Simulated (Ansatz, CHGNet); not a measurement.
# Tetradymite Bi₂Se₃: properties by level of theory

Reference values: lattice constant a 4.143 Å (measured, temperature not stated, not corrected to a static lattice; as tabulated in Luo et al. (2012), arXiv:1308.1523); lattice parameter c 28.636 Å (measured, temperature not stated, no zero-point or thermal correction; as tabulated in Luo et al. (2012), arXiv:1308.1523).

| level (code) | lattice constant a (Å) | lattice parameter c (Å) |
|---|---|---|
| CHGNet 0.3.0 | 4.334 | 27.538 |
| LDA (Ansatz) | 4.104 | 27.918 |
| PBEsol (Ansatz) | 4.130 | 28.606 |
| r²SCAN-D4 (Ansatz) | 4.149 | 29.497 |
| r²SCAN+rVV10 (Ansatz) | 4.144 | 29.286 |

Differences from the reference values (errors of the level alone only where the reference is corrected to a static lattice):

```tsv
level	lattice constant a (%)	lattice parameter c (%)
CHGNet 0.3.0	+4.61	-3.83
LDA	-0.94	-2.51
PBEsol	-0.31	-0.10
r²SCAN-D4	+0.14	+3.01
r²SCAN+rVV10	+0.02	+2.27
```

Nearest: lattice constant a, not ranked (reference at room or unstated temperature); lattice parameter c, not ranked (reference at room or unstated temperature). Values with a doubt, or to which a potential was fitted, aren't ranked.

Machine-learned potentials (CHGNet 0.3.0) are trained on DFT data: a solid inside that data is no test of them.

Caveats: LDA has no dispersion term either, though it tends to give short spacings of layers, chains or molecules (LDA); the cell comes from a level without a dispersion term, which matters for the spacing of layers, chains or molecules (PBEsol); the cell has another shape than the first-principles one, perhaps another minimum in the same group (CHGNet 0.3.0). Ansatz's density-functional and Hartree–Fock values are scalar-relativistic unless marked +SOC, with PAW data made under PBE.

Differences are worked out from the printed values.

The computed numbers hold no vibrational or temperature effects.

Ansatz is a first-principles code.
